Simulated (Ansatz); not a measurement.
**BClH₃Si+ (SMILES B[SiH+]Cl): single points off equilibrium**

Aim: energy, forces and dipole at a structure displaced at random from a GFN2-xTB minimum, from CCSD(T) and from density functionals.

The runs use Ansatz 0.2.0, Gaussian basis; single points in def2-TZVPP.

Correlated methods freeze the cores.

## 1. The starting structure

SMILES `B[SiH+]Cl`, 6 atoms, charge 1, spin multiplicity 1.

Atoms are counted from 1 here; the program's logs count them from 0.

Bond lengths: B1–Si2 1.988 Å, B1–H4 1.124 Å, B1–H5 1.162 Å, Si2–Cl3 1.954 Å, Si2–H6 1.476 Å. Angles: Si2–B1–H4 120.7°, Si2–B1–H5 119.2°, H4–B1–H5 120.0°, B1–Si2–Cl3 122.4°, B1–Si2–H6 123.1°, Cl3–Si2–H6 114.5°.

Coordinates:

```xyz
6
BClH3Si
B    -0.0475   -0.0343   -1.1067
Si   -0.0723   -0.0278    0.8809
Cl    1.3025    0.8664    1.9431
H    -0.8618   -0.5448   -1.6888
H     0.8409    0.4655   -1.6649
H    -1.1207   -0.6966    1.6759
```

## 2. CCSD(T)/def2-TZVPP

Input file run/in.yaml:

```yaml
crystal:
  periodic: [false, false, false]
  atoms:
    - {symbol: B, position_ang: [-0.047500, -0.034300, -1.106700]}
    - {symbol: Si, position_ang: [-0.072300, -0.027800, 0.880900]}
    - {symbol: Cl, position_ang: [1.302500, 0.866400, 1.943100]}
    - {symbol: H, position_ang: [-0.861800, -0.544800, -1.688800]}
    - {symbol: H, position_ang: [0.840900, 0.465500, -1.664900]}
    - {symbol: H, position_ang: [-1.120700, -0.696600, 1.675900]}
basis:
  gaussian: {orbitals: def2-TZVPP}
total_charge: 1
correlation: {method: ccsd_t}
output: {forces: true}
```

No record of the launch command was kept for these runs.

## 3. PBE0-D4/def2-TZVPP

run/in.yaml: that of step 2 with these lines changed.

```diff
@@ -12,3 +12,3 @@
 total_charge: 1
-correlation: {method: ccsd_t}
-output: {forces: true}
+hamiltonian: {xc: pbe0, dispersion: d4}
+output: {forces: true, orbitals: {seedname: orbitals}}
```

## 4. wB97M-V/def2-TZVPP

run/in.yaml: that of step 3 with these lines changed.

```diff
@@ -12,3 +12,3 @@
 total_charge: 1
-hamiltonian: {xc: pbe0, dispersion: d4}
-output: {forces: true, orbitals: {seedname: orbitals}}
+hamiltonian: {xc: {name: wB97M-V}}
+output: {forces: true}
```

## 5. r2SCAN-D4/def2-TZVPP

run/in.yaml: that of step 4 with these lines changed.

```diff
@@ -12,3 +12,3 @@
 total_charge: 1
-hamiltonian: {xc: {name: wB97M-V}}
+hamiltonian: {xc: r2scan, dispersion: d4}
 output: {forces: true}
```

## 6. PBE-D4/def2-TZVPP

run/in.yaml: that of step 5 with these lines changed.

```diff
@@ -12,3 +12,3 @@
 total_charge: 1
-hamiltonian: {xc: r2scan, dispersion: d4}
+hamiltonian: {xc: pbe, dispersion: d4}
 output: {forces: true}
```

## 7. HSE06-D4/def2-TZVPP

run/in.yaml: that of step 6 with these lines changed.

```diff
@@ -12,3 +12,3 @@
 total_charge: 1
-hamiltonian: {xc: pbe, dispersion: d4}
+hamiltonian: {xc: hse06, dispersion: d4}
 output: {forces: true}
```

## 8. SPW92/def2-TZVPP

run/in.yaml: that of step 7 with these lines changed.

```diff
@@ -12,3 +12,3 @@
 total_charge: 1
-hamiltonian: {xc: hse06, dispersion: d4}
+hamiltonian: {xc: lda}
 output: {forces: true}
```

(Steps that only read results are left out.)

Q: Predict the outcome of this session. Wanted: energy less free atoms, CCSD(T)/def2-TZVPP; RMS force component; RMS force error; HOMO and LUMO, PBE0-D4; T1 diagnostic.

The runs gave:

```
                                  quantity                                                                                          value
energy less free atoms, CCSD(T)/def2-TZVPP                                                                                  -929.4 kJ/mol
                       RMS force component                                                           0.543 to 0.642 eV/Å over the methods
                           RMS force error  PBE0-D4 0.082, wB97M-V 0.066, r2SCAN-D4 0.067, PBE-D4 0.177, HSE06-D4 0.080, SPW92 0.267 eV/Å
                    HOMO and LUMO, PBE0-D4                                                                           -14.90 and -10.08 eV
                             T1 diagnostic                                                                                          0.013
```

What this shows: Against CCSD(T) the functionals' energies less atoms differ by -243.8 to -44.5 kJ/mol, PBE-D4 by -55.3 kJ/mol. The reference is not at the basis limit: in triple zeta CCSD(T) underbinds, which counts against methods that bind more; the gaps are no ranking. The forces of wB97M-V come nearest to CCSD(T), those of SPW92 are farthest. Frozen-core CCSD(T) forces in triple zeta carry basis errors of their own, and this is one geometry, so small gaps rank nothing.
